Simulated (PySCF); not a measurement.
# Bond curve of CS

Set-up: basis C def2-SVPD, S def2-SVPD; no relativity; PySCF 2.14. Energies in eV from C + S in their ground configurations at the same level. State: ¹Σ⁺ (singlet), closed shell.

All columns are PBE0. A positive dipole means C(−)S(+).

```csv
R (Å),E (eV),μ (D),Mulliken charge on C (basis-dependent),HOMO (eV),LUMO (eV),Mayer bond order,⟨S²⟩
1.324,-5.259,2.77,0.00,-8.24,-1.54,2.84,0.00
1.386,-6.340,2.53,0.03,-8.48,-1.79,2.75,0.00
1.448,-6.939,2.28,0.05,-8.70,-2.05,2.68,0.00
1.494,-7.151,2.09,0.06,-8.85,-2.25,2.64,0.00
1.540,-7.208,1.90,0.07,-8.99,-2.44,2.61,0.00
1.586,-7.145,1.71,0.07,-9.12,-2.64,2.59,0.00
1.648,-6.920,1.45,0.08,-9.26,-2.89,2.57,0.00
1.725,-6.481,1.14,0.10,-9.40,-3.19,2.55,0.00
1.817,-5.814,0.78,0.11,-9.21,-3.54,2.53,0.00
1.940,-4.815,0.32,0.13,-8.87,-3.95,2.51,0.00
```

A fit through these points gives, at Re = 1.537 Å, μ = 1.91 D and dμ/dR = -4.16 D/Å; the reduced mass is 8.725 u.

How strong is the fundamental in the double-harmonic approximation, I = 42.26·(dμ/dR)²/μred km/mol?

I = 42.26·(-4.16)²/8.725 = 83.8 km/mol at PBE0.
